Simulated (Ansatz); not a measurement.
BH2(SiH3) (SiBH₅), 7 atoms. Hardware: 4 threads of Arm Neoverse V2 on a shared host.

Correlated methods freeze 6 core orbitals.

Q: How many basis functions does each of these Ansatz runs have, and roughly what does it cost? PBE0-D4/def2-TZVP, charge 0 triplet at the geometry of the charge 0 singlet, energy; r2SCAN-D4/def2-TZVP, charge 0 singlet, energy, from earlier orbitals; B3LYP-D4/def2-TZVP, charge 0 singlet, relaxation, 5 steps; CCSD(T)/def2-TZVPD, charge -1 doublet at the geometry of the charge 0 singlet, energy, from earlier orbitals; RPA@PBE/def2-TZVP, charge 0 singlet, energy, from earlier orbitals; PBE-D4/def2-SVP, charge 0 singlet, energy, from earlier orbitals; LC-ωPBE/def2-TZVP, charge 0 singlet, energy, from earlier orbitals; r2SCAN-D4/def2-TZVP, charge 0 triplet at the geometry of the charge 0 singlet, energy, from earlier orbitals; PBE-D4/def2-TZVPD, charge -1 doublet at the geometry of the charge 0 singlet, energy, from earlier orbitals; PBE-D4/def2-TZVP, charge 0 singlet, energy, from earlier orbitals; CCSD(T)/def2-TZVPP, charge 0 singlet, energy, from earlier orbitals; PBE0-D4/def2-SVP, charge 0 singlet, energy, from earlier orbitals.

A: Other jobs shared the machine, so times can vary by a factor of up to 3. A dash marks memory too small to be measured apart from the calling script's.

```csv
run,functions,fitting or Cholesky vectors,wall time,peak host memory (GiB)
"PBE0-D4/def2-SVP, charge 0 singlet, energy, from earlier orbitals",57,640,0.25 s,–
"PBE-D4/def2-SVP, charge 0 singlet, energy, from earlier orbitals",57,640,0.25 s,–
"PBE-D4/def2-TZVP, charge 0 singlet, energy, from earlier orbitals",98,641,0.4 s,–
"LC-ωPBE/def2-TZVP, charge 0 singlet, energy, from earlier orbitals",98,641,0.5 s,–
"RPA@PBE/def2-TZVP, charge 0 singlet, energy, from earlier orbitals",98,663,0.65 s,–
"PBE0-D4/def2-TZVP, charge 0 triplet at the geometry of the charge 0 singlet, energy",98,657,0.7 s,–
"r2SCAN-D4/def2-TZVP, charge 0 singlet, energy, from earlier orbitals",98,641,0.8 s,–
"PBE-D4/def2-TZVPD, charge -1 doublet at the geometry of the charge 0 singlet, energy, from earlier orbitals",125,695,1.1 s,–
"r2SCAN-D4/def2-TZVP, charge 0 triplet at the geometry of the charge 0 singlet, energy, from earlier orbitals",98,641,1.4 s,–
"CCSD(T)/def2-TZVPP, charge 0 singlet, energy, from earlier orbitals",143,806,2.5 s,0.77
"B3LYP-D4/def2-TZVP, charge 0 singlet, relaxation, 5 steps",98,650,3 s,–
"CCSD(T)/def2-TZVPD, charge -1 doublet at the geometry of the charge 0 singlet, energy, from earlier orbitals",125,876,7 s,1.2
```
